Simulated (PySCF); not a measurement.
The vertical singlet excitations below were computed for one of the candidates. Theory: TDDFT CAM-B3LYP/def2-SVPD, vertical, gas phase, core orbitals frozen in the response in PySCF 2.14.0, density-fitted response routines. Geometries: PBE0-D3(BJ)/def2-SVP, one conformer each.

| state | ν̃ (cm⁻¹) | f | main configurations (H = HOMO, L = LUMO) |
| --- | --- | --- | --- |
| S1 | 45270 | 0.0009 | H-1→L (86%) |
| S2 | 45480 | 0.298 | H→L (81%), H-1→L+2 (11%) |
| S3 | 47340 | 0.0003 | H→L+2 (73%), H-1→L (10%) |
| S4 | 53240 | 0.0006 | H→L+1 (77%), H→L+3 (16%) |
| S5 | 58280 | 0.344 | H-2→L (46%), H-1→L+2 (25%), H→L (13%) |
| S6 | 59360 | 0.016 | H→L+3 (71%), H→L+1 (10%) |
| S7 | 60900 | 0.049 | H-1→L+1 (85%) |
| S8 | 64250 | 0.0027 | H-2→L+2 (42%), H→L+4 (29%) |
| S9 | 66850 | 0.022 | H→L+4 (54%), H-2→L+2 (30%) |
| S10 | 66960 | 0.209 | H-2→L (36%), H→L+6 (24%), H-1→L+2 (23%) |

Orbital energies (eV): HOMO-3 -12.73, HOMO-2 -10.56, HOMO-1 -9.43, HOMO -8.24, LUMO 0.26, LUMO+1 1.17, LUMO+2 1.64.

**Question.** Which candidate is it? All have the formula C5H5F.
A. `C=C(F)C#CC`
B. `FC1=CCC=C1`
C. `C=C(F)C1=CC1`

**Answer.** A. Its S1, at 5.61 eV, is the highest among the candidates; the nearest of the others has S1 at 5.29 eV. S1 is HOMO-1→LUMO (86%). Löwdin shares by element: HOMO carbon 83% or more (atoms not listed hold the other 17%); LUMO carbon 77% or more (atoms not listed hold the other 23%). At the same level the other candidates give, for their lowest levels:
- `FC1=CCC=C1`: 5.22 eV (f 0.088); 6.47 eV (f 0.000); 6.85 eV (f 0.011); 6.97 eV (f 0.040); 7.22 eV (f 0.028); T1 3.16 eV; HOMO -7.85, LUMO 0.40 eV
- `C=C(F)C1=CC1`: 5.29 eV (f 0.399); 6.12 eV (f 0.001); 6.66 eV (f 0.011); 6.88 eV (f 0.098); 7.01 eV (f 0.002); T1 2.98 eV; HOMO -8.13, LUMO -0.25 eV
Triplets come from the Tamm–Dancoff approximation.
